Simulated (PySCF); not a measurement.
# H3OP (PH3O): the cost of one run

Computed with PySCF 2.14.0, with density-fitted response routines of our own, on a single molecule, in the gas phase or a continuum. Atoms count from 0, in the outputs and in this text.

### 1 The molecule as given

5 atoms, charge 0, multiplicity 1; geometry from: GFN2-xTB. The atoms were then displaced at random by about 0.01 Å, so the start is not that level's minimum.

Bonds of the start (Å): O0–P1 1.49, P1–H2 1.39, P1–H3 1.41, P1–H4 1.39.

### 2 Geometry optimisation at PBE0-D3(BJ)/def2-TZVP

The job: settings as JSON, then the geometry in Å.

```
{"job": {"xc": "PBE0", "basis": "def2-TZVP", "d3": "d3bj", "grid": 2, "shake": 0.01, "kind": "geom"}, "charge": 0, "multiplicity": 1}
O      1.143780    -0.829660     0.631140
P      0.043890    -0.038420     0.021460
H     -0.865090     0.534780     0.908570
H      0.489380     1.047780    -0.750470
H     -0.778390    -0.748450    -0.848600
```

Started as:

```
$ OMP_NUM_THREADS=1 python probes_run.py task.json out
```

The driver reads the jobs from task.json and runs them one after another.

Q: Estimate the wall time and peak memory of this first job on 1 thread of AMD EPYC 9R45, shared host.

About 4.5 s, with a peak of 0.36 GiB.
